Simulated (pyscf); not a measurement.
Structures and frequencies: ωB97X-D3(BJ)/def2-SVP in PySCF.

### Question
H₂P–PH₂ (SMILES PP) + SiH₄ (SMILES [SiH4]) -> H₃Si–PH–PH₂ (SMILES [SiH3]PP) + H₂ (SMILES [H][H])
Surface: singlet. Broken: H–P, H–Si. Formed: P–Si, H–H. Give ΔE‡ and ΔE from ωB97M-D3(BJ)/def2-TZVP, relative to the separated reactants.

### Answer
ΔE‡ = 2.89 eV, ΔE = -0.03 eV. Zero-point energy shifts the barrier by 0.00 eV. It is a four-centre exchange, with an imaginary mode of 1649i cm⁻¹. At the saddle there is also a short H–Si contact that neither side keeps. One saddle was located; it need not be the lowest between these sides.
